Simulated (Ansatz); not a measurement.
A calculation on 1T (CdI2-type) PtSe2 returned lattice constant a 3.757 Å, lattice parameter c 4.882 Å, equilibrium volume per atom 19.89 Å³/atom.

For reference: lattice constant a 3.727 Å (measured, temperature not stated, no zero-point or thermal correction; as tabulated in Björkman (2014), arXiv:1406.2436); lattice parameter c 5.074 Å (measured, temperature not stated, zero-point anharmonic expansion removed (computed with revB86b-DF2); no thermal correction; as tabulated in Björkman (2014), arXiv:1406.2436).

Question: Which level of theory produced these numbers?
(A) r²SCAN+rVV10 (Ansatz, an electronic-structure program)
(B) PBE-D3(BJ) (Ansatz)
(C) PBEsol+SOC (Ansatz)
(D) PBE-D4 (Ansatz)

Answer: C, PBEsol+SOC (Ansatz)

The others give: PBE-D4 3.773 Å, 4.823 Å, 19.82 Å³/atom; PBE-D3(BJ) 3.772 Å, 4.823 Å, 19.80 Å³/atom; r²SCAN+rVV10 3.730 Å, 5.263 Å, 21.14 Å³/atom.

Unless a cell is named, each level is at its own relaxed cell (PBE-D3(BJ) 19.80, PBE-D4 19.82, PBEsol+SOC 19.89, r²SCAN+rVV10 21.14 Å³/atom).

Caveats: the cell comes from a level without a dispersion term, which matters for the spacing of layers, chains or molecules (PBEsol+SOC). Ansatz's density-functional and Hartree–Fock values are scalar-relativistic unless marked +SOC, with PAW data made under PBE.
